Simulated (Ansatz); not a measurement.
SiNH$_{6}$Cl, closed shell: at the end structure of a reaction step.

The input file, in.yaml:

```yaml
crystal:
  periodic: [false, false, false]
  atoms:
    - {symbol: Si, position_ang: [-0.427980, 0.130545, 0.128554]}
    - {symbol: Cl, position_ang: [1.218496, -2.822620, -2.165156]}
    - {symbol: H, position_ang: [-1.190481, 0.456857, -1.100961]}
    - {symbol: H, position_ang: [-1.050885, -0.989349, 0.875165]}
    - {symbol: N, position_ang: [-0.391929, 1.513339, 1.138010]}
    - {symbol: H, position_ang: [1.180153, -1.788059, -1.398104]}
    - {symbol: H, position_ang: [0.919974, -0.359268, -0.325076]}
    - {symbol: H, position_ang: [-0.081281, 1.439521, 2.092908]}
    - {symbol: H, position_ang: [-0.176067, 2.419032, 0.754759]}
basis:
  gaussian: {orbitals: def2-TZVPP}
hamiltonian: {xc: lda}
```

Command:

```bash
ansatz run in.yaml --threads 2 --pin off --events-out ev --progress --plain --max-ram 4352MiB
```

Output of Ansatz 0.2.0:

```
Functional definition: SPW92
  name "SPW92"
  cite "Dirac, Proc. Camb. Phil. Soc. 26, 376 (1930) doi:10.1017/S0305004100016108"
  cite "Slater, Phys. Rev. 81, 385 (1951) doi:10.1103/PhysRev.81.385"
  cite "Perdew & Wang, Phys. Rev. B 45, 13244 (1992) doi:10.1103/PhysRevB.45.13244"
  exchange = slater_x
  correlation = pw_c
1091 factors; their error is unknown
mean field evaluation 1: about -21894.3272 eV, gradient 7.2e1 eV
mean field evaluation 2: about -21851.5395 eV, gradient 1.3e2 eV
mean field evaluation 4: about -21904.0105 eV, gradient 8.6e0 eV
mean field evaluation 8: about -21904.1609 eV, gradient 2.1e-1 eV
mean field evaluation 16: about -21904.1338 eV, gradient 1.1e-4 eV
mean field -21904.13376077 eV, -804.9620685532 hartree, gradient 2.8e-5 eV, S^2 0.000000; 0 other end points of the search recorded, 0 dependent functions left out
reference -21904.13380092 eV, -804.9620700288 hartree; 22, 22 occupied and 177, 177 virtual orbitals, 1091 factors
Total energy: -21904.13380092 eV, -804.9620700288 hartree
```

The lines “mean field evaluation” count trial sets of orbitals through the whole run, from several starts and some on an approximate energy, so they need not fall steadily or lie above the final value.

The run took about 1.1 s on 2 CPU threads of an Arm Neoverse V1 (shared host).
